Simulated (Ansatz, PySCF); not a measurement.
System: trimethyl amine, C$_{3}$H$_{9}$N, net charge 0, singlet state. 
Geometry from a B3LYP-D3(BJ)/def2-TZVP (Ansatz, a first-principles code) optimisation:
SMILES: CN(C)C
```xyz
13

N      0.0026     0.0015     0.3690
C      0.0034     1.3852    -0.0654
C      1.1975    -0.6963    -0.0655
C     -1.2022    -0.6896    -0.0484
H     -0.0042     1.4885    -1.1661
H      0.8915     1.8925     0.3148
H     -0.8763     1.8974     0.3273
H      1.2828    -0.7549    -1.1661
H      1.1956    -1.7143     0.3273
H      2.0837    -0.1858     0.3147
H     -1.3035    -0.7477    -1.1477
H     -2.0800    -0.1742     0.3444
H     -1.2003    -1.7076     0.3443
```
Charge 0, spin multiplicity 1.

Total electronic energies in hartree. Valence correlation only, unless marked. No spin-orbit coupling. No relativistic terms. Basis-set limits of correlation are two-point, X^-3; Hartree-Fock from the larger set. The bracket is a focal-point correction in the basis named.

```json
[
 {"level": "HF/6-31G*", "program": "Ansatz", "energy (Eh)": "-173.26880"},
 {"level": "HF/cc-pVTZ", "program": "Ansatz", "energy (Eh)": "-173.33341"},
 {"level": "HF/def2-TZVPD", "program": "PySCF", "energy (Eh)": "-173.33634"},
 {"level": "BLYP-D3(BJ)/def2-TZVPD", "program": "Ansatz + dftd3", "energy (Eh)": "-174.45530"},
 {"level": "BLYP/def2-TZVPD", "program": "PySCF", "energy (Eh)": "-174.43825"},
 {"level": "revPBE-D3(BJ)/def2-TZVPD", "program": "Ansatz + dftd3", "energy (Eh)": "-174.49993"},
 {"level": "revPBE-D4/def2-TZVPD", "program": "Ansatz + dftd4", "energy (Eh)": "-174.50617"},
 {"level": "B3LYP-D4/def2-TZVPD", "program": "Ansatz + dftd4", "energy (Eh)": "-174.55738"},
 {"level": "TPSSh-D4/def2-TZVPD", "program": "PySCF + dftd4", "energy (Eh)": "-174.56035"},
 {"level": "r2SCANh-D4/def2-TZVPD", "program": "Ansatz + dftd4", "energy (Eh)": "-174.41861"},
 {"level": "M06-2X/def2-TZVPD", "program": "PySCF", "energy (Eh)": "…"},
 {"level": "wB97X-V/def2-TZVPD", "program": "Ansatz", "energy (Eh)": "-174.48369"},
 {"level": "B2PLYP-D4/def2-TZVPD", "program": "Ansatz + dftd4", "energy (Eh)": "…"},
 {"level": "PBE-QIDH/def2-TZVPD", "program": "Ansatz", "energy (Eh)": "-174.29111"},
 {"level": "MP2/6-31G*", "program": "Ansatz", "energy (Eh)": "-173.82833"},
 {"level": "MP2/aug-cc-pVDZ", "program": "Ansatz", "energy (Eh)": "-173.93069"},
 {"level": "MP2/cc-pVDZ", "program": "Ansatz", "energy (Eh)": "-173.89468"},
 {"level": "MP2/cc-pVTZ", "program": "Ansatz", "energy (Eh)": "-174.08633"},
 {"level": "RI-MP2/cc-pVTZ", "program": "Ansatz", "energy (Eh)": "-174.08608"},
 {"level": "SCS-MP2/cc-pVDZ", "program": "Ansatz", "energy (Eh)": "-173.89583"},
 {"level": "CCSD/6-31G", "program": "Ansatz", "energy (Eh)": "-173.62401"},
 {"level": "CCSD(T)/aug-cc-pVDZ", "program": "Ansatz", "energy (Eh)": "-174.00769"},
 {"level": "RI-MP2/CBS(cc-pVTZ,cc-pVQZ)+[CCSD(T)-MP2]/cc-pVTZ", "program": "Ansatz", "energy (Eh)": "-174.2548"}
]
```

Question: What belongs in the gaps?

Answer: 
- M06-2X/def2-TZVPD, energy (Eh): -174.44548
- B2PLYP-D4/def2-TZVPD, energy (Eh): -174.37087
